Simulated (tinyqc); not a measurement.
Inside a calculation (part 2 of 2). Method: UHF in the sto-6g basis, for LiH+, spin multiplicity 2. Computed by tinyqc, a small Python program that keeps every step (integrals from PySCF). Command: `OMP_NUM_THREADS=1 python tinyqc.py 20097 20098 out.jsonl` (the two numbers bound the seeds that draw the settings). One thread of a shared host (Intel(R) Xeon(R) Processor @ 2.60GHz), about 0.2 s of CPU time with the checks.

Geometry (angstrom):
```
atom        x        y        z
Li    0.00000  0.00000  0.00000
H     0.00000  0.00000  2.62400
```

## Iteration 3: diagonalisation and new density

F(alpha) (hartree), lower triangle:
```
           1Li 1s    1Li 2s   1Li 2px   1Li 2py   1Li 2pz     2H 1s
1Li 1s   -2.72495
1Li 2s   -0.69140  -0.40156
1Li 2px   0.00057   0.00105  -0.07964
1Li 2py  -0.00054   0.00555  -0.00011  -0.08029
1Li 2pz   0.00017  -0.08401   0.00093   0.00565  -0.16796
2H 1s    -0.02171  -0.22115   0.00138   0.00837  -0.27550  -0.62172
```

F(beta) (hartree), lower triangle:
```
           1Li 1s    1Li 2s   1Li 2px   1Li 2py   1Li 2pz     2H 1s
1Li 1s   -2.71856
1Li 2s   -0.69156  -0.32141
1Li 2px  -0.00020  -0.00051  -0.06647
1Li 2py  -0.00069  -0.00273   0.00001  -0.06638
1Li 2pz   0.00176  -0.00246  -0.00009  -0.00057  -0.07805
2H 1s    -0.02151  -0.07790  -0.00004  -0.00020  -0.10193  -0.06528
```

X:
```
                1         2         3        4         5        6
1Li 1s    0.42844   0.68445   0.00000  0.00000   0.55831  0.31088
1Li 2s   -0.66962  -0.50982   0.00000  0.00000   0.42069  0.46163
1Li 2px   0.00000   0.00000  -0.64105  0.76750   0.00000  0.00000
1Li 2py   0.00000   0.00000   0.76750  0.64105   0.00000  0.00000
1Li 2pz  -0.57818   0.58230   0.00000  0.00000  -0.50649  0.38839
2H 1s     0.76557  -0.38920   0.00000  0.00000  -0.32700  0.52312
```

Diagonalise F' = X^T F X, C = X C', fill 2 alpha and 1 beta electrons from the bottom; D(s) = C_occ C_occ^T. Each column has its largest component positive (the first on a tie).

F' = X^T F X (alpha) (hartree), lower triangle:
```
          1         2         3         4         5         6
1  -0.31281
2  -0.38238  -0.95085
3  -0.00066  -0.00234  -0.07991
4  -0.00047  -0.00214  -0.00034  -0.08001
5  -0.37768  -1.02226  -0.00263  -0.00241  -1.34161
6  -0.40795  -0.46018   0.00576   0.00709  -0.58570  -0.99875
```

orbital energies (alpha) (hartree): MO1 -2.72598, MO2 -0.67163, MO3 -0.16005, MO4 -0.08022, MO5 -0.07962, MO6 -0.04645

coefficients C (alpha):
```
              MO1       MO2       MO3       MO4       MO5       MO6
1Li 1s    0.99483  -0.07042  -0.25536  -0.00697   0.00035  -0.02224
1Li 2s    0.02111   0.24407   1.01342   0.02561  -0.00040   0.10343
1Li 2px  -0.00022  -0.00269  -0.00414   0.16357   0.98647   0.01031
1Li 2py   0.00016  -0.01643  -0.02739   0.98394  -0.16396   0.06287
1Li 2pz   0.00094   0.20261  -0.09485  -0.06397   0.00017   1.01322
2H 1s    -0.00173   0.85717  -0.36383   0.03612   0.00004  -0.49974
```

F' = X^T F X (beta) (hartree), lower triangle:
```
          1         2         3         4         5         6
1  -0.15746
2  -0.45918  -0.88121
3   0.00112   0.00045  -0.06643
4   0.00131   0.00049   0.00004  -0.06642
5  -0.46163  -0.95020  -0.00074  -0.00096  -1.26059
6  -0.27257  -0.60144  -0.00116  -0.00143  -0.74569  -0.64587
```

orbital energies (beta) (hartree): MO1 -2.71963, MO2 -0.17733, MO3 -0.11462, MO4 -0.06647, MO5 -0.06632, MO6 0.06641

coefficients C (beta):
```
              MO1       MO2       MO3       MO4       MO5       MO6
1Li 1s    0.99478  -0.20670   0.14595   0.00005   0.00639   0.08211
1Li 2s    0.02133   0.79628  -0.58184  -0.00029  -0.02583  -0.35311
1Li 2px   0.00008   0.00364  -0.00394   0.98554   0.16933   0.00152
1Li 2py   0.00028   0.02031  -0.02107  -0.16942   0.98507   0.00861
1Li 2pz  -0.00007   0.24782   0.68905   0.00021   0.01611  -0.73776
2H 1s    -0.00242   0.41032   0.37819   0.00003  -0.00821   0.89816
```

D(alpha) after iteration 3, lower triangle:
```
           1Li 1s    1Li 2s   1Li 2px   1Li 2py  1Li 2pz    2H 1s
1Li 1s    0.99465
1Li 2s    0.00381   0.06002
1Li 2px  -0.00003  -0.00066   0.00001
1Li 2py   0.00132  -0.00401   0.00004   0.00027
1Li 2pz  -0.01334   0.04947  -0.00054  -0.00333  0.04105
2H 1s    -0.06209   0.20917  -0.00230  -0.01408  0.17367  0.73474
```

D(beta) after iteration 3, lower triangle:
```
           1Li 1s    1Li 2s  1Li 2px  1Li 2py  1Li 2pz    2H 1s
1Li 1s    0.98959
1Li 2s    0.02122   0.00045
1Li 2px   0.00008   0.00000  0.00000
1Li 2py   0.00028   0.00001  0.00000  0.00000
1Li 2pz  -0.00007   0.00000  0.00000  0.00000  0.00000
2H 1s    -0.00240  -0.00005  0.00000  0.00000  0.00000  0.00001
```

## Iteration 4: building the Fock matrix

core Hamiltonian H = T + V (hartree), lower triangle:
```
           1Li 1s    1Li 2s   1Li 2px   1Li 2py   1Li 2pz     2H 1s
1Li 1s   -4.65207
1Li 2s   -0.98663  -1.29205
1Li 2px   0.00000   0.00000  -1.06278
1Li 2py   0.00000   0.00000   0.00000  -1.06278
1Li 2pz  -0.00633  -0.06774   0.00000   0.00000  -1.10997
2H 1s    -0.03002  -0.24959   0.00000   0.00000  -0.36111  -1.07602
```

Two-electron integrals (ij|kl) in chemists' order, unique and non-zero (hartree):
```
(11|11) 1.68125    (21|11) 0.24260    (21|21) 0.04451    (22|11) 0.39719
(22|21) 0.09028    (22|22) 0.29062    (31|31) 0.00944    (32|31) 0.01426
(32|32) 0.06424    (33|11) 0.39719    (33|21) 0.09028    (33|22) 0.29062
(33|33) 0.31312    (41|41) 0.00944    (42|41) 0.01426    (42|42) 0.06424
(43|43) 0.01688    (44|11) 0.39719    (44|21) 0.09028    (44|22) 0.29062
(44|33) 0.27937    (44|44) 0.31312    (51|51) 0.00944    (52|51) 0.01426
(52|52) 0.06424    (53|53) 0.01688    (54|54) 0.01688    (55|11) 0.39719
(55|21) 0.09028    (55|22) 0.29062    (55|33) 0.27937    (55|44) 0.27937
(55|55) 0.31312    (61|11) 0.00697    (61|21) 0.00127    (61|22) 0.00265
(61|33) 0.00261    (61|44) 0.00261    (61|51) 0.00017    (61|52) 0.00037
(61|55) 0.00273    (61|61) 4.01e-05   (62|11) 0.04618    (62|21) 0.01079
(62|22) 0.04130    (62|33) 0.03889    (62|44) 0.03889    (62|51) 0.00160
(62|52) 0.01283    (62|55) 0.04611    (62|61) 0.00038    (62|62) 0.01391
(63|31) 0.00052    (63|32) 0.00311    (63|53) 0.00146    (63|63) 0.00056
(64|41) 0.00052    (64|42) 0.00311    (64|54) 0.00146    (64|64) 0.00056
(65|11) 0.06608    (65|21) 0.01551    (65|22) 0.06055    (65|33) 0.05654
(65|44) 0.05654    (65|51) 0.00251    (65|52) 0.02016    (65|55) 0.06855
(65|61) 0.00056    (65|62) 0.02175    (65|65) 0.03413    (66|11) 0.20166
(66|21) 0.04753    (66|22) 0.19702    (66|33) 0.18268    (66|44) 0.18268
(66|51) 0.00632    (66|52) 0.06520    (66|55) 0.22570    (66|61) 0.00169
(66|62) 0.09199    (66|65) 0.14687    (66|66) 0.77500
```

nuclear repulsion = 0.6050044 hartree

J_ij = sum D_kl (ij|kl) with D = D(alpha) + D(beta), K_ij = sum D_kl (ik|jl) for each spin; F = H + J - K(s); E = tr D H + tr D J / 2 - 0.5 sum_s tr D(s) K(s) + E_nn.

Coulomb J (hartree), lower triangle:
```
           1Li 1s    1Li 2s   1Li 2px   1Li 2py  1Li 2pz    2H 1s
1Li 1s    3.57810
1Li 2s    0.53746   1.00494
1Li 2px  -0.00002  -0.00010   0.99155
1Li 2py  -0.00010  -0.00056   0.00000   0.99156
1Li 2pz   0.00732   0.06620  -0.00003  -0.00015  1.03172
2H 1s     0.01579   0.17871  -0.00001  -0.00005  0.26911  1.08873
```

exchange K(alpha) (hartree), lower triangle:
```
           1Li 1s    1Li 2s   1Li 2px   1Li 2py  1Li 2pz    2H 1s
1Li 1s    1.67691
1Li 2s    0.24949   0.09567
1Li 2px  -0.00009  -0.00033   0.01620
1Li 2py   0.00007  -0.00187   0.00001   0.01628
1Li 2pz   0.00028   0.05794  -0.00029  -0.00180  0.08322
2H 1s     0.00776   0.13187  -0.00048  -0.00294  0.17776  0.66313
```

exchange K(beta) (hartree), lower triangle:
```
           1Li 1s    1Li 2s  1Li 2px  1Li 2py  1Li 2pz    2H 1s
1Li 1s    1.67402
1Li 2s    0.24937   0.04795
1Li 2px   0.00003   0.00001  0.00997
1Li 2py   0.00011   0.00003  0.00000  0.00997
1Li 2pz  -0.00019  -0.00005  0.00000  0.00000  0.00996
2H 1s     0.00742   0.00143  0.00000  0.00000  0.00020  0.00005
```

F(alpha) (hartree), lower triangle:
```
           1Li 1s    1Li 2s   1Li 2px   1Li 2py   1Li 2pz     2H 1s
1Li 1s   -2.75088
1Li 2s   -0.69865  -0.38277
1Li 2px   0.00007   0.00024  -0.08743
1Li 2py  -0.00017   0.00132  -0.00001  -0.08750
1Li 2pz   0.00071  -0.05947   0.00027   0.00165  -0.16146
2H 1s    -0.02199  -0.20276   0.00047   0.00289  -0.26977  -0.65042
```

F(beta) (hartree), lower triangle:
```
           1Li 1s    1Li 2s   1Li 2px   1Li 2py   1Li 2pz    2H 1s
1Li 1s   -2.74799
1Li 2s   -0.69854  -0.33505
1Li 2px  -0.00005  -0.00011  -0.08120
1Li 2py  -0.00021  -0.00059   0.00000  -0.08119
1Li 2pz   0.00118  -0.00148  -0.00003  -0.00015  -0.08820
2H 1s    -0.02164  -0.07231  -0.00001  -0.00005  -0.09220  0.01265
```

total energy of this density = -7.6985585 hartree

## Iteration 4: diagonalisation and new density

As before.

F' = X^T F X (alpha) (hartree), lower triangle:
```
          1         2         3         4         5         6
1  -0.32503
2  -0.37336  -0.96448
3   0.00018  -0.00067  -0.08746
4   0.00025  -0.00069  -0.00004  -0.08747
5  -0.36789  -1.02924  -0.00092  -0.00096  -1.36499
6  -0.44313  -0.46936   0.00177   0.00211  -0.58846  -0.98616
```

orbital energies (alpha) (hartree): MO1 -2.75194, MO2 -0.68181, MO3 -0.15935, MO4 -0.08749, MO5 -0.08743, MO6 -0.04759

coefficients C (alpha):
```
              MO1       MO2       MO3       MO4       MO5       MO6
1Li 1s    0.99481  -0.05374  -0.25594  -0.00084   0.00005  -0.04855
1Li 2s    0.02119   0.17832   1.01147   0.00273  -0.00005   0.20756
1Li 2px  -0.00003  -0.00086  -0.00067   0.16160   0.98685   0.00210
1Li 2py   0.00006  -0.00524  -0.00440   0.98674  -0.16162   0.01293
1Li 2pz   0.00055   0.16950  -0.18114  -0.01313   0.00003   1.00947
2H 1s    -0.00185   0.89601  -0.26421   0.01007   0.00000  -0.49539
```

F' = X^T F X (beta) (hartree), lower triangle:
```
          1         2         3         4         5         6
1  -0.13609
2  -0.48180  -0.88848
3   0.00023   0.00006  -0.08120
4   0.00027   0.00006   0.00000  -0.08119
5  -0.48450  -0.94499  -0.00017  -0.00022  -1.26808
6  -0.23931  -0.62497  -0.00027  -0.00033  -0.77106  -0.62701
```

orbital energies (beta) (hartree): MO1 -2.74906, MO2 -0.17533, MO3 -0.11057, MO4 -0.08120, MO5 -0.08119, MO6 0.11531

coefficients C (beta):
```
              MO1       MO2       MO3       MO4       MO5       MO6
1Li 1s    0.99481  -0.24436   0.07552   0.00001   0.00129   0.07310
1Li 2s    0.02123   0.95023  -0.30432  -0.00006  -0.00533  -0.31996
1Li 2px   0.00002   0.00099  -0.00016   0.98649   0.16384   0.00019
1Li 2py   0.00008   0.00569  -0.00061  -0.16384   0.98647   0.00109
1Li 2pz   0.00017   0.12865   0.84225   0.00004   0.00044  -0.59567
2H 1s    -0.00247   0.21097   0.31022   0.00000  -0.00212   0.98864
```

D(alpha) after iteration 4, lower triangle:
```
           1Li 1s    1Li 2s   1Li 2px   1Li 2py  1Li 2pz    2H 1s
1Li 1s    0.99253
1Li 2s    0.01150   0.03225
1Li 2px   0.00002  -0.00015   0.00000
1Li 2py   0.00034  -0.00093   0.00000   0.00003
1Li 2pz  -0.00856   0.03024  -0.00014  -0.00089  0.02873
2H 1s    -0.04999   0.15974  -0.00077  -0.00469  0.15187  0.80284
```

D(beta) after iteration 4, lower triangle:
```
           1Li 1s    1Li 2s  1Li 2px  1Li 2py  1Li 2pz    2H 1s
1Li 1s    0.98964
1Li 2s    0.02112   0.00045
1Li 2px   0.00002   0.00000  0.00000
1Li 2py   0.00008   0.00000  0.00000  0.00000
1Li 2pz   0.00017   0.00000  0.00000  0.00000  0.00000
2H 1s    -0.00246  -0.00005  0.00000  0.00000  0.00000  0.00001
```

## Iteration 13 (converged): orbitals

converged F(alpha) (hartree), lower triangle:
```
           1Li 1s    1Li 2s   1Li 2px   1Li 2py   1Li 2pz     2H 1s
1Li 1s   -2.76421
1Li 2s   -0.70184  -0.37200
1Li 2px   0.00000   0.00000  -0.09196
1Li 2py   0.00000   0.00000   0.00000  -0.09196
1Li 2pz   0.00033  -0.04304   0.00000   0.00000  -0.15287
2H 1s    -0.02213  -0.18500   0.00000   0.00000  -0.25881  -0.66441
```

converged F(beta) (hartree), lower triangle:
```
           1Li 1s    1Li 2s   1Li 2px   1Li 2py   1Li 2pz    2H 1s
1Li 1s   -2.76318
1Li 2s   -0.70157  -0.34223
1Li 2px   0.00000   0.00000  -0.08908
1Li 2py   0.00000   0.00000   0.00000  -0.08908
1Li 2pz   0.00050  -0.00170   0.00000   0.00000  -0.09411
2H 1s    -0.02175  -0.06936   0.00000   0.00000  -0.08700  0.05710
```

As before.

F' = X^T F X (alpha) (hartree), lower triangle:
```
          1         2         3         4         5         6
1  -0.34123
2  -0.36667  -0.97281
3   0.00000   0.00000  -0.09196
4   0.00000   0.00000   0.00000  -0.09196
5  -0.35831  -1.03250   0.00000   0.00000  -1.37603
6  -0.46446  -0.47573   0.00000   0.00000  -0.59349  -0.96982
```

orbital energies (alpha) (hartree): MO1 -2.76527, MO2 -0.68397, MO3 -0.16211, MO4 -0.09196, MO5 -0.09196, MO6 -0.04854

coefficients C (alpha):
```
              MO1       MO2       MO3      MO4       MO5       MO6
1Li 1s    0.99485  -0.04180  -0.25561  0.00000   0.00000  -0.05986
1Li 2s    0.02104   0.13142   1.00885  0.00000   0.00000   0.25083
1Li 2px   0.00000   0.00000   0.00000  0.16104   0.98695   0.00000
1Li 2py   0.00000   0.00000   0.00000  0.98695  -0.16104   0.00000
1Li 2pz   0.00059   0.14096  -0.21291  0.00000   0.00000   1.00774
2H 1s    -0.00202   0.92244  -0.21127  0.00000   0.00000  -0.47183
```

F' = X^T F X (beta) (hartree), lower triangle:
```
          1         2         3         4         5         6
1  -0.12381
2  -0.49472  -0.89216
3   0.00000   0.00000  -0.08908
4   0.00000   0.00000   0.00000  -0.08908
5  -0.49750  -0.94187   0.00000   0.00000  -1.27085
6  -0.21990  -0.63825   0.00000   0.00000  -0.78458  -0.61634
```

orbital energies (beta) (hartree): MO1 -2.76422, MO2 -0.17897, MO3 -0.10985, MO4 -0.08908, MO5 -0.08908, MO6 0.14989

coefficients C (beta):
```
              MO1       MO2       MO3       MO4      MO5       MO6
1Li 1s    0.99488  -0.25178   0.05192   0.00000  0.00000   0.06725
1Li 2s    0.02094   0.98225  -0.21102   0.00000  0.00000  -0.29768
1Li 2px   0.00000   0.00000   0.00000   0.98695  0.16105   0.00000
1Li 2py   0.00000   0.00000   0.00000  -0.16105  0.98695   0.00000
1Li 2pz   0.00044   0.08890   0.89104   0.00000  0.00000  -0.52810
2H 1s    -0.00249   0.14787   0.25056   0.00000  0.00000   1.01662
```

D(alpha) after iteration 13, lower triangle:
```
           1Li 1s   1Li 2s  1Li 2px  1Li 2py  1Li 2pz    2H 1s
1Li 1s    0.99148
1Li 2s    0.01543  0.01771
1Li 2px   0.00000  0.00000  0.00000
1Li 2py   0.00000  0.00000  0.00000  0.00000
1Li 2pz  -0.00530  0.01854  0.00000  0.00000  0.01987
2H 1s    -0.04057  0.12119  0.00000  0.00000  0.13002  0.85090
```

D(beta) after iteration 13, lower triangle:
```
           1Li 1s    1Li 2s  1Li 2px  1Li 2py  1Li 2pz    2H 1s
1Li 1s    0.98978
1Li 2s    0.02084   0.00044
1Li 2px   0.00000   0.00000  0.00000
1Li 2py   0.00000   0.00000  0.00000  0.00000
1Li 2pz   0.00044   0.00001  0.00000  0.00000  0.00000
2H 1s    -0.00247  -0.00005  0.00000  0.00000  0.00000  0.00001
```

Within a degenerate level the vectors are fixed only up to a rotation; this is one choice.

## Convergence

Stop when the energy changes by less than 1e-08 hartree and every element of the error matrix X^T (F D S - S D F) X (for each spin) is below 3e-05.

Course of the cycle:
```
iteration  E (hartree)     change  largest element of the error matrix
1           -2.2891104          -                             4.66e-01
2           -7.5383038  -5.25e+00                             1.25e-01
3           -7.6748332  -1.37e-01                             7.64e-02
4           -7.6985585  -2.37e-02                             3.45e-02
5           -7.7027516  -4.19e-03                             1.49e-02
6           -7.7035037  -7.52e-04                             6.41e-03
7           -7.7036401  -1.36e-04                             2.75e-03
8           -7.7036650  -2.49e-05                             1.18e-03
9           -7.7036695  -4.56e-06                             5.06e-04
10          -7.7036704  -8.36e-07                             2.17e-04
11          -7.7036705  -1.53e-07                             9.31e-05
12          -7.7036706  -2.82e-08                             3.99e-05
13          -7.7036706  -5.17e-09                             1.71e-05
```

PySCF UHF in the same basis, after a stability check = -7.7036706 hartree

Converged in 13 iterations.

## Populations, bond orders and dipole

overlap S, lower triangle:
```
          1Li 1s   1Li 2s  1Li 2px  1Li 2py  1Li 2pz    2H 1s
1Li 1s   1.00000
1Li 2s   0.23574  1.00000
1Li 2px  0.00000  0.00000  1.00000
1Li 2py  0.00000  0.00000  0.00000  1.00000
1Li 2pz  0.00000  0.00000  0.00000  0.00000  1.00000
2H 1s    0.00707  0.17929  0.00000  0.00000  0.26873  1.00000
```

Mulliken: Z minus the diagonal of D S on the atom; Loewdin: the same with S^(1/2) D S^(1/2); Mayer order: 2 sum_s sum (D(s) S)_ij (D(s) S)_ji over the two atoms.

Charges (e):
```
atom  Mulliken  Loewdin  Mulliken spin
1Li    0.90726  0.88593        0.09270
2H     0.09274  0.11407        0.90730
```

Mayer bond orders:
```
pair    order
2-1   0.16820
```

dipole moment about the origin, x y z (debye): 0.00000  0.00000  0.55579

<S^2> of the determinant (pure state: 0.75) = 0.75000
